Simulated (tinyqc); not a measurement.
Stretching all distances: RHF, UHF, MP2, CISD and CCSD against full CI in the sto-6g basis, for H2F+, spin multiplicity 1. Computed by the program tinyqc with PySCF. 

Geometry (angstrom):

| atom | x | y | z |
|---|---|---|---|
| F | 0.0000 | 0.0000 | 0.0000 |
| H | 0.0000 | 0.7610 | 0.5060 |
| H | 0.0000 | -0.7610 | 0.5060 |

All coordinates are multiplied by the scale. c0^2 is the weight of the RHF determinant in the lowest singlet FCI state (UHF is spin-contaminated and may lie near states of higher spin) and n(LUMO) the first natural occupation beyond the occupied space.

Full CI energy (hartree) and errors against it (kcal/mol):

| scale | distance 1-2 (angstrom) | E(FCI) | RHF | UHF | MP2 | CISD | CCSD | <S^2> UHF | c0^2 | n(LUMO) |
|---|---|---|---|---|---|---|---|---|---|---|
| 0.910 | 0.832 | -99.75966 | 19.181 | 19.181 | 4.351 | 0.183 | 0.111 | 0.000 | 0.988 | 0.013 |
| 1.090 | 0.996 | -99.83130 | 27.869 | 27.869 | 7.030 | 0.448 | 0.273 | 0.000 | 0.976 | 0.024 |
| 1.260 | 1.151 | -99.79979 | 38.343 | 38.343 | 10.359 | 0.956 | 0.610 | 0.000 | 0.957 | 0.041 |
| 1.440 | 1.316 | -99.73180 | 51.943 | 51.943 | 14.642 | 1.891 | 1.288 | 0.000 | 0.923 | 0.069 |
| 1.610 | 1.471 | -99.66180 | 66.954 | 58.943 | 19.117 | 3.186 | 2.285 | 0.575 | 0.877 | 0.110 |
| 1.790 | 1.636 | -99.59425 | 84.523 | 50.569 | 23.820 | 4.875 | 3.590 | 1.027 | 0.810 | 0.167 |
| 1.960 | 1.791 | -99.54122 | 101.690 | 39.170 | 28.199 | 6.441 | 4.683 | 1.231 | 0.728 | 0.231 |
| 2.140 | 1.956 | -99.49726 | 118.734 | 28.236 | 35.332 | 6.893 | 4.934 | 1.328 | 0.595 | 0.301 |

UHF parts from RHF first at scale 1.61 of those listed, where <S^2> leaves zero. The weight c0^2 goes from 0.99 to 0.59 and n(LUMO) from 0.01 to 0.30: static correlation grows as the bonds break into open-shell fragments. The spread of the error along the curve, which distorts its shape, is CCSD 4.8, CISD 6.7, MP2 31.0, UHF 39.8, RHF 99.6 kcal/mol.
